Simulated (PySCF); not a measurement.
Question: Give a PBE0-D3(BJ)/def2-SVP geometry of `CS(=O)(=O)CF`.

Answer: 
```xyz
11
C2H5FO2S angstrom
C     -1.256    0.603    0.285
S      0.524    0.606    0.230
O      0.939    1.597   -0.753
O      1.050    0.612    1.590
C      0.929   -1.033   -0.433
F      0.264   -1.258   -1.590
H     -1.639    0.415   -0.725
H     -1.529    1.615    0.616
H     -1.602   -0.145    1.009
H      2.019   -0.995   -0.596
H      0.670   -1.784    0.329
```

Any rigid rotation of these coordinates is as good. Atoms count from 1 in this order. Of the pairs four or more bonds apart, F6···H7 is among the closest relative to their van der Waals radii: 2.68 Å, 100 % of the sum of Bondi's values. The C–S distances run from 1.781 Å (C1–S2, drawn single) to 1.813 Å (S2–C5, drawn single), a spread of 0.032 Å. S2 (sulfonyl sulfur) is distorted tetrahedral (angles from 103.5° to 121.6°).

Bonds between heavy atoms (Å): C1–S2 1.781, S2=O3 1.456, S2=O4 1.458, S2–C5 1.813, C5–F6 1.353.

Computed, not measured: PBE0-D3(BJ)/def2-SVP geometry optimisation, gas phase in PySCF.

Point group: C1 (no symmetry element, even within 0.4 Å). PBE0-D3(BJ)/def2-SVP frequencies: not computed here. One conformer, not necessarily the lowest (C1–S2–C5–F6 53°).
